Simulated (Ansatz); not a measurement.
# CH₃SSi−: functionals against CCSD(T) at one geometry

An exercise on one series of results from a longer session: the logs are not shown, and one member is left open.

Computed with Ansatz 0.2.0, Gaussian basis. Level: single points in def2-TZVPPD.

Correlated methods freeze the cores.

### The system as given

SMILES `[CH-]=[SiH]S`, 6 atoms, charge -1, spin multiplicity 1.

Atoms are counted from 1 here; the program's logs count them from 0.

Bond lengths: C1–Si2 1.718 Å, C1–H4 1.126 Å, Si2–S3 2.321 Å, Si2–H5 1.475 Å, S3–H6 1.348 Å. Angles: Si2–C1–H4 110.2°, C1–Si2–S3 129.4°, C1–Si2–H5 137.9°, S3–Si2–H5 92.7°, Si2–S3–H6 90.2°.

Geometry (Å):

```xyz
6

C    -1.23320   -0.53290   -1.13190
Si   -0.21000    0.62230   -0.37680
S     1.36460    0.32200    1.30200
H    -1.03210   -1.56050   -0.71860
H     0.06540    2.06830   -0.47120
H     1.13200   -1.00560    1.29080
```

Set-up of the first run:

File run/in.yaml:

```yaml
crystal:
  periodic: [false, false, false]
  atoms:
    - {symbol: C, position_ang: [-1.233200, -0.532900, -1.131900]}
    - {symbol: Si, position_ang: [-0.210000, 0.622300, -0.376800]}
    - {symbol: S, position_ang: [1.364600, 0.322000, 1.302000]}
    - {symbol: H, position_ang: [-1.032100, -1.560500, -0.718600]}
    - {symbol: H, position_ang: [0.065400, 2.068300, -0.471200]}
    - {symbol: H, position_ang: [1.132000, -1.005600, 1.290800]}
basis:
  gaussian: {orbitals: "def2-TZVPPD.json"}
total_charge: -1
correlation: {method: ccsd_t}
output: {forces: true}
```

The basis file named in the input lies beside it (Basis Set Exchange, JSON).

No record of the launch command was kept for these runs.

Among the steps run: CCSD(T)/def2-TZVPPD; PBE0-D4/def2-TZVPPD; wB97M-V/def2-TZVPPD; r2SCAN-D4/def2-TZVPPD; PBE-D4/def2-TZVPPD; r2SCANh-D4/def2-TZVPPD; wB97X-V/def2-TZVPPD.

One table of the session follows, with a row left open; its other results are not shown here.

| method | RMS force component (eV/Å) | angle to CCSD(T) forces (°) |
| --- | --- | --- |
| CCSD(T) | 0.402 | reference |
| PBE0-D4 | 0.453 | 24.9 |
| wB97M-V | 0.466 | 34.6 |
| r2SCAN-D4 | ? | ? |
| PBE-D4 | 0.388 | 25.6 |
| r2SCANh-D4 | 0.446 | 23.3 |
| wB97X-V | 0.490 | 33.3 |

**Question.** Estimate the row for r2SCAN-D4.

The run gave: RMS force component (eV/Å): 0.420; angle to CCSD(T) forces (°): 20.5. In the column «RMS force component (eV/Å)» it lies between CCSD(T) (0.402) and r2SCANh-D4 (0.446).
